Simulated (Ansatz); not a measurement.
Saddle point of AlH₄F, closed shell (AlH₃ + HF → AlH₂F ([F][AlH2]) + H₂; bonds formed: H2–H5; dative contacts that become bonds: Al1–F6; bonds broken: Al1–H2, H5–F6), PBE0-D4/def2-TZVP structure:

```json
{"atom": "Al1", "x (Å)": "-0.0939", "y (Å)": "-0.5553", "z (Å)": "0.1590"}
{"atom": "H2", "x (Å)": "1.2430", "y (Å)": "0.2348", "z (Å)": "-0.4843"}
{"atom": "H3", "x (Å)": "-0.9164", "y (Å)": "-1.4145", "z (Å)": "-0.8767"}
{"atom": "H4", "x (Å)": "-0.0199", "y (Å)": "-0.8258", "z (Å)": "1.7111"}
{"atom": "H5", "x (Å)": "0.3763", "y (Å)": "1.2081", "z (Å)": "-0.4055"}
{"atom": "F6", "x (Å)": "-0.5892", "y (Å)": "1.3528", "z (Å)": "-0.1036"}
```

Energies are electronic, without zero-point energy. Barriers and step energies count from the start structure reached by relaxing down the imaginary mode; all methods use the PBE0-D4 structures, on which another method's saddle can fall below an end. Ansatz 0.2.0; basis: def2-TZVPP, with def2-QZVPP for the basis limit; cores frozen in the correlated methods. B3LYP uses VWN-RPA correlation. Extrapolation: Hartree–Fock as exp(−7.88 √X), correlation as X^−2.97.

| method | barrier (kJ/mol) | step energy (kJ/mol) |
| --- | --- | --- |
| SPW92 | -15.3 | -120.8 |
| PBE-D4 | -5.2 | -132.5 |
| BLYP-D4 | ? | -143.6 |
| r2SCAN-D4 | -2.6 | -140.0 |
| B97M-V | 9.9 | -126.7 |
| PBE0-D4 | 2.4 | -131.0 |
| B3LYP-D4 | 4.1 | -141.2 |
| r2SCAN0-D4 | 3.6 | -137.4 |
| BHLYP-D4 | 12.8 | -139.9 |
| CAM-B3LYP-D4 | 4.7 | -138.7 |
| wB97X-V | 7.0 | -135.9 |
| wB97M-V | 7.5 | -135.8 |
| B2PLYP | ? | -142.2 |
| PBE-QIDH | 7.5 | -134.8 |
| RPA on PBE | 10.0 | -133.7 |
| HF | ? | -138.9 |
| MP2 | 7.8 | -142.6 |
| CCSD | 14.2 | -136.4 |
| CCSD(T) | 10.7 | -136.4 |

Task: Fill in the withheld barriers. (An estimate is asked for; the value comes from the calculation.)

Result: By the calculation: BLYP-D4 -1.1; HF 32.7; B2PLYP 6.4 kJ/mol. Each is the energy of the saddle less that of the start structure, by the same method.

For comparison, the barrier by CCSD(T) at an estimated basis limit (MP2 extrapolated from triple and quadruple zeta, plus CCSD(T) − MP2 in triple zeta) is 9.5 kJ/mol.

No T1 diagnostic of these runs exceeds 0.012.

Labels in which every atom is bracketed show which atoms are joined, not bond orders.

For scale, one of the runs: CCSD(T)/def2-TZVPP, 129 basis functions (an equivalent command: `ansatz run in.yaml --threads 2`). Hardware: 2 CPU threads, shared host. Wall time 4.5 s; peak host memory 0.6 GiB.
